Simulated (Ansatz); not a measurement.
A made-up structure of CH3NNa, doublet:

```
6
angstrom
N -0.5889 0.3145 -0.6429
C 0.2060 -0.0989 0.5152
Na 2.5998 -1.2535 0.8528
H -1.5838 0.7174 -0.5680
H -0.2084 0.2346 -1.6944
H -0.4248 0.0858 1.5373
```

It is relaxed with PBE-D4/def2-SVP and then PBE0-D4/def2-TZVP (Ansatz 0.2.0). Atoms count as bonded within 1.22 times the sum of their covalent radii (H–H: 0.88 Å). The end point is not checked to be a true minimum.

Task: Does its bonding change? (Judge from chemistry; the calculation decides.)

Result: Computed: No: no bond forms or breaks.

Where it ends: The first stage lowers the energy by 0.81 eV in 9 steps. It ends as CH₃NNa ([NH2][CH][Na]):
N1  (-0.518, 0.297, -0.573)
C2  (0.279, 0.122, 0.475)
Na3  (2.255, -1.265, 0.752)
H4  (-1.524, 0.397, -0.524)
H5  (-0.137, 0.321, -1.505)
H6  (-0.356, 0.126, 1.376)
(Å)

Labels in which every atom is bracketed show which atoms are joined, not bond orders.

For scale, one of the runs: PBE0-D4/def2-TZVP relaxation, 112 basis functions, launched by `ansatz run in.yaml --threads 2 --pin off --events-out ev --progress --plain --max-ram 4352MiB`. Hardware: 2 CPU threads of an Arm Neoverse V2, shared host. Wall time about 22 s.
